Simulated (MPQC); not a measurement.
# C2H2F2 (vinylidene fluoride) at MP2-R12/A'/DZP (Dunning) (abs method ABS+, aux basis aug-cc-pVTZ)

What is the energy change on altering one bond length of C2H2F2 (vinylidene fluoride) at MP2-R12/A'/DZP (Dunning) (abs method ABS+, aux basis aug-cc-pVTZ)? 

The results are computed with MPQC 2.3.1.

5 further runs of the same task are left out: 2 that didn't finish, 3 set aside as unsound or not needed.

### Step 1. Starting point

C2H2F2 has 6 atoms, charge 0, and is taken as a singlet. SMILES: `C=C(F)F`. The shape is that of a PBE0-D4/def2-TZVP optimisation.

Bond lengths: C1–C2 1.315 Å, C2–F3 1.313 Å, C2–F4 1.313 Å, C1–H5 1.079 Å, C1–H6 1.079 Å. Angles: C1–C2–F3 125.2°, C1–C2–F4 125.2°, F3–C2–F4 109.6°, C2–C1–H5 119.7°, C2–C1–H6 119.7°, H5–C1–H6 120.6°.

### Step 2. The energy at MP2-R12/A'/DZP (Dunning) (abs method ABS+, aux basis aug-cc-pVTZ)

Contents of job.in:

```
% emacs should use -*- KeyVal -*- mode
molecule<Molecule>: (
  symmetry = c1
  unit = angstrom
  { atoms geometry } = {
    C  [ -0.115900       0.471000      -0.544400 ]
    C  [ 0.105000      -0.394600       0.420100 ]
    F  [ -0.454900      -0.363600       1.607600 ]
    F  [ 0.919200      -1.422100       0.343000 ]
    H  [ 0.394200       0.360600      -1.488400 ]
    H  [ -0.805600       1.284800      -0.384200 ]
  }
)
basis<GaussianBasisSet>: (
  name = "DZP (Dunning)"
  molecule = $:molecule
)
mpqc: (
  checkpoint = no
  savestate = no
  restart = no
  do_energy = yes
  do_gradient = no
  optimize = no
  integrals<IntegralCints>: ()
  mole<MBPT2_R12>: (
    molecule = $:molecule
    basis = $:basis
    memory = 1000000000
    stdapprox = "A'"
    nfzc = 4
    abs_method = ABS+
    integrals<IntegralCints>: ()
    aux_basis<GaussianBasisSet>: (
      name = "aug-cc-pVTZ"
      molecule = $:molecule
    )
    reference<CLHF>: (
      molecule = $:molecule
      basis = $:basis
      total_charge = 0
      memory = 1000000000
      print_evals = yes
      maxiter = 60
      guess_wavefunction<CLHF>: (
        molecule = $:molecule
        total_charge = 0
        memory = 1000000000
        value_accuracy = 1e-3
        basis<GaussianBasisSet>: (
          name = "DZ (Dunning)"
          molecule = $:molecule
        )
      )
    )
  )
)
```

Command:

```sh
$ mpqc job.in > job.out
```

The program printed:

```text
MPQC: Massively Parallel Quantum Chemistry
[...]
  LUMO is    17   A =   0.171224
  total scf energy = -275.8142101640
[...]
  Singlet MP2 correlation energy [au]:            -0.354761927715
  Triplet MP2 correlation energy [au]:            -0.236138134634
[...]
  MP2 correlation energy [au]:                 -0.590900062349
  (MBPT2)-R12/A' correlation energy [au]:      -0.248095809947
  MBPT2-R12/A' correlation energy [au]:        -0.838995872296
  MBPT2-R12/A' energy [au]:                  -276.653206036285
Value of the MolecularEnergy: -276.6532060363
[...]
          symmetry = c1
[...]
```

It took 41 s on 1 thread of Intel Xeon Platinum 8259CL at 2.50GHz (Skylake/Cascade Lake), shared host.

### Step 3. The distorted shape, same level

job.in, as its differences from that of step 2:

```diff
@@ -1,2 +1 @@
-% emacs should use -*- KeyVal -*- mode
 molecule<Molecule>: (
@@ -5,3 +4,3 @@
   { atoms geometry } = {
-    C  [ -0.115900       0.471000      -0.544400 ]
+    C  [ -0.126947       0.514287      -0.592633 ]
     C  [ 0.105000      -0.394600       0.420100 ]
@@ -9,4 +8,4 @@
     F  [ 0.919200      -1.422100       0.343000 ]
-    H  [ 0.394200       0.360600      -1.488400 ]
-    H  [ -0.805600       1.284800      -0.384200 ]
+    H  [ 0.383153       0.403887      -1.536633 ]
+    H  [ -0.816647       1.328087      -0.432433 ]
   }
```

Command:

```sh
$ mpqc job.in > job.out
```

The program printed:

```text
MPQC: Massively Parallel Quantum Chemistry
[...]
  LUMO is    17   A =   0.155626
  total scf energy = -275.8080506868
[...]
  Singlet MP2 correlation energy [au]:            -0.357822317423
  Triplet MP2 correlation energy [au]:            -0.237459719961
[...]
  MP2 correlation energy [au]:                 -0.595282037384
  (MBPT2)-R12/A' correlation energy [au]:      -0.247139294139
  MBPT2-R12/A' correlation energy [au]:        -0.842421331522
  MBPT2-R12/A' energy [au]:                  -276.650472018369
Value of the MolecularEnergy: -276.6504720184
[...]
          symmetry = c1
[...]
```

Run time: 42 s. Hardware: 1 thread of Intel Xeon Platinum 8259CL at 2.50GHz (Skylake/Cascade Lake), shared host.

### Step 4. Summary of results

Level: MP2-R12/A'/DZP (Dunning) (abs method ABS+, aux basis aug-cc-pVTZ), 4 core orbitals frozen.

| quantity | value |
| --- | --- |
| first shape: total energy | -276.65321 Eh |
| first shape: HOMO energy (Hartree–Fock orbitals) | -10.69 eV |
| first shape: LUMO energy (Hartree–Fock orbitals) | 4.66 eV |
| first shape: HOMO–LUMO gap (Hartree–Fock orbitals) | 15.35 eV |
| first shape: correlation energy (4 core orbitals frozen) | -839.0 mEh |
| distorted shape: total energy | -276.65047 Eh |
| distorted shape: HOMO energy (Hartree–Fock orbitals) | -10.29 eV |
| distorted shape: LUMO energy (Hartree–Fock orbitals) | 4.23 eV |
| distorted shape: HOMO–LUMO gap (Hartree–Fock orbitals) | 14.53 eV |
| distorted shape: correlation energy (4 core orbitals frozen) | -842.4 mEh |
| energy change with the C1–C2 bond stretched from 1.315 to 1.380 Å | 0.074 eV |

**Reading.** With the C1–C2 bond stretched from 1.315 to 1.380 Å the energy rises by 0.07 eV (7.2 kJ/mol). The first shape isn't relaxed at this level, so the change isn't measured from a minimum.
